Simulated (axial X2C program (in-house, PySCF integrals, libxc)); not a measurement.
## SiP⁻: cheaper levels and CCSD(T), with spin–orbit coupling

Computed with an in-house all-electron X2C program for linear molecules (integrals from PySCF). Two-component (2c) means X2C with spin–orbit coupling and atomic mean-field two-electron Coulomb and Gaunt terms. Basis: P dyall-av3z [9s8p3d2f], Si dyall-av3z [9s8p3d2f] (cores contracted in-house); Gaussian nuclei, density fitting, unrestricted open shells. Masses: P 30.974 u, Si 27.977 u.

State: Ω = 0 (closed shell); fragments P + Si-.

| level | Re (Å) | ωe (cm⁻¹) | De (eV) |
| --- | --- | --- | --- |
| PBE0 | 2.009 | 698.4 | 5.03 |
| HF | 1.985 | 754.7 | 2.29 |
| CCSD | 2.019 | 690.0 | 4.67 |
| PBEsol | 2.026 | 664.5 | 5.61 |

Correlated methods: 10 electrons correlated (number of frozen shells: P 2 s, 1 p; Si 2 s, 1 p), 202 virtual spin orbitals or spinors in MP2, 90 natural virtuals in coupled cluster.

CCSD(T), same Hamiltonian and basis:

Re = 2.035 Å, ωe = 658.7 cm⁻¹, De = 5.01 eV; T1 = 0.021 (Lee–Taylor normalisation).

(1) Give the differences from CCSD(T) in the columns below.

The state is one determinant whose occupation by symmetry is held fixed; it was picked as the lowest of a PBE0 search that is not exhaustive. Closed shells are restricted here (equal orbitals for both partners); the stretched side of such a curve lies too high. De is counted from the lowest determinant-based energies of the atoms at the same level, without counterpoise correction. Coupled cluster ran in a truncated set of natural virtual spinors; the MP2 energy of the rest was added. (T) has no such correction and the atoms are truncated less, which lowers De at CCSD(T) by a hundredth of an eV or more. Without a current term, density functionals place determinants with orbital angular momentum somewhat too high. The highest occupied level of some functionals is positive through self-interaction error; at Hartree–Fock it is bound. The stretched end of a curve changes character and is left out. Hartree–Fock gets electron affinities wrong, so its lowest charge split need not be the true one.

Results:

(1) 

```
 level  ΔRe (Å)  Δωe (cm⁻¹)  ΔDe (eV)
  PBE0   -0.026          40      0.02
    HF   -0.050          96     -2.72
  CCSD   -0.016          31     -0.34
PBEsol   -0.009           6      0.60
```
